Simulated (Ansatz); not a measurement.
A made-up structure of CH4NSi (charge +1), closed shell:

```json
{"atom": "C1", "x (Å)": "-0.7568", "y (Å)": "-0.5755", "z (Å)": "-0.2572"}
{"atom": "N2", "x (Å)": "-0.0610", "y (Å)": "0.3191", "z (Å)": "-0.8453"}
{"atom": "Si3", "x (Å)": "0.5390", "y (Å)": "0.1221", "z (Å)": "0.8323"}
{"atom": "H4", "x (Å)": "-1.5882", "y (Å)": "-1.1661", "z (Å)": "-0.6338"}
{"atom": "H5", "x (Å)": "-0.1151", "y (Å)": "0.6904", "z (Å)": "-1.7942"}
{"atom": "H6", "x (Å)": "0.1698", "y (Å)": "1.2062", "z (Å)": "1.7486"}
{"atom": "H7", "x (Å)": "0.3816", "y (Å)": "1.2028", "z (Å)": "-1.0976"}
```

It is relaxed with PBE-D4/def2-SVP and then PBE0-D4/def2-TZVP (Ansatz 0.2.0). Atoms count as bonded within 1.22 times the sum of their covalent radii (H–H: 0.88 Å). The end point is not checked to be a true minimum.

(1) Does its bonding change? (A judgement: the text doesn't fix the answer.)

Results:

(1) By the calculation: Yes. Formed: none; broken: N2–Si3.

Where it ends: The first stage lowers the energy by 5.91 eV in 15 steps. It ends as CH₄NSi ([NH2][CH][SiH]), total charge +1:
```xyz
7
angstrom
C -0.3112 -0.0890 -0.2265
N -0.1154 0.5407 -1.3331
Si 0.6490 -0.2437 1.4083
H -1.1827 -0.7570 -0.2497
H -0.7356 0.4374 -2.1292
H -0.3912 0.7266 1.9459
H 0.6566 1.1841 -1.4629
```

Labels in which every atom is bracketed show which atoms are joined, not bond orders.

For scale, one of the runs: PBE0-D4/def2-TZVP relaxation, 123 basis functions, launched by `ansatz run in.yaml --threads 2 --pin off --events-out ev --progress --plain --max-ram 4352MiB`. The run took about 18 s on 2 CPU threads of an Arm Neoverse V2 (shared host).
